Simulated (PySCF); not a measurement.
NMR parameters of (H2B-mu-H)3

(H2B-mu-H)3, B3H9, point group C1.

Geometry:
```
atom   x (Å)   y (Å)   z (Å)
  B1   0.101   0.758  -0.847
  H2   1.188   1.246  -1.014
  H3  -0.794   1.069  -1.595
  H4  -0.218   1.320   0.305
  B5  -0.567   0.238   0.933
  H6  -1.690  -0.145   0.767
  H7  -0.309   0.761   1.996
  H8   0.390  -0.615   1.147
  B9   0.491  -1.040  -0.103
 H10   1.691  -1.131  -0.109
 H11  -0.164  -2.044  -0.235
 H12  -0.005  -0.501  -1.194
```

GIAO calculations in PySCF on the PBE0-D3(BJ)/def2-SVP structure: isolated species, non-relativistic, equivalent atoms averaged; basis pcSseg-1.

Q: Give the isotropic shieldings (ppm) with KT2, PBE0.

A: 
```csv
atoms,environment,KT2,PBE0
B1/B5/B9,boron bonded to 4 H,139.7,139.8
H2/H3/H6/H7/H10/H11,hydrogen on a boron,29.14,29.21
H4/H8/H12,bridging hydrogen,31.99,32.14
HOMO–LUMO gap (eV),–,7.46,9.77
```

Q: And the chemical shifts, against references computed in the same way?

A: 
```csv
atoms,"nucleus, reference",KT2,PBE0
B1/B5/B9,"¹¹B, BF3·OEt2",-39.8,-39.1
H2/H3/H6/H7/H10/H11,"¹H, TMS",2.04,2.05
H4/H8/H12,"¹H, TMS",-0.81,-0.87
```

Q: Which part of the shielding of B1/B5/B9 depends on the functional?

A: Diamagnetic: KT2 201, PBE0 199 ppm; paramagnetic: KT2 -62, PBE0 -59 ppm.

Q: What couplings does B3LYP/pcJ-1 (spin–dipole term only in couplings to heteroatoms) give?

A: ¹J(B1,H2) = 139.9, ¹J(B1,H4) = 56.0, ²J(H4,H8) = 31.1, ²J(H2,H4) = -9.6, ²J(H2,H3) = -8.3, ²J(B1,B5) = -5.2, ³J(B1,H6) = 4.9, ³J(B1,H8) = -3.2 Hz (averaged over equivalent pairs; isotopes ¹¹B, ¹H).

The averaged H atoms aren't alike in the static structure (σ from 28 to 30 ppm); the average presumes fast exchange among these sites.
